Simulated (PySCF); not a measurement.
Chlorine diatomic, Cl2, SMILES ClCl, point group D∞h.

Level: PBE0/pcSseg-2 in PySCF (density fitting, grid level 2); geometry and Hessian at that level, cubic constants and property derivatives from steps of ±0.6 along each species' dimensionless normal coordinates, second-order vibrational perturbation theory. The parent has the commonest isotopes.

Equilibrium geometry (Å):

```tsv
atom	x	y	z
Cl1	0.9987	-0.0112	-0.0118
Cl2	-0.9877	0.0163	-0.0448
```

Question: How much do zero-point and thermal motion change the parent's shieldings?

Answer: 
```json
{"atom": "Cl1", "σe (ppm)": "637.41", "anharmonic part, 0 K": "-8.23", "harmonic part, 0 K": "-4.70", "Δσ at 0 K": "-12.92", "Δσ at 298.15 K": "-17.17", "Δσ at 700 K": "-30.30"}
```

Question: And the bond lengths, in the parent and with ³⁷Cl at 1?

Answer: 
| bond | re (Å) | ⟨r⟩ at 0 K | between mean positions | ⟨r⟩, labelled |
| --- | --- | --- | --- | --- |
| Cl1–Cl2 | 1.9868 | 1.9908 | 1.9908 | 1.9907 |

The study (24 SCF points, 86 basis functions) took 30 s on 1 thread of Intel Xeon Platinum 8488C (shared host) (rough), peak memory 0.39 GiB, launched as `OMP_NUM_THREADS=1 python ens_run.py task.json out`.
